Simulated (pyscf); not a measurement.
Cl–Si:–Cl (SMILES Cl[Si]Cl) [singlet] + H₂ (SMILES [H][H]) -> HCl (SMILES Cl) + :HSi–Cl (SMILES [SiH]Cl) [singlet] (four-centre exchange; singlet surface; Cl–Si, H–H broken, Cl–H, H–Si formed). PySCF, gas phase, ωB97X-D3(BJ)/def2-SVP geometries. Energies in kcal/mol from the separated reactants.

```
level                   barrier  reaction energy
----------------------  -------  ---------------
ωB97X-D3(BJ)/def2-TZVP      ___            +33.0
PBE/def2-TZVP              25.9            +32.4
r²SCAN/def2-TZVP           27.9            +33.4
B3LYP-D3(BJ)/def2-TZVP     31.1            +32.0
PBE0-D3(BJ)/def2-TZVP       ___              ___
HF/def2-TZVP               45.4            +25.3
```

### Question
Fill in the missing entries.

### Answer

- ωB97X-D3(BJ)/def2-TZVP, barrier: 32.5
- PBE0-D3(BJ)/def2-TZVP, barrier: 27.2
- PBE0-D3(BJ)/def2-TZVP, reaction energy: +31.5

On the product side the descent ends in a complex, 7.2 kcal/mol under the separated species and 6.7 kcal/mol under the saddle at ωB97X-D3(BJ)/def2-TZVP. At ωB97X-D3(BJ)/def2-TZVP, PBE, r²SCAN, B3LYP-D3(BJ), PBE0-D3(BJ) the saddle lies under the separated products, which points to a path from their complex (located at ωB97X-D3(BJ) alone), and parting the products costs more than the saddle. One saddle was located; it need not be the lowest between these sides.
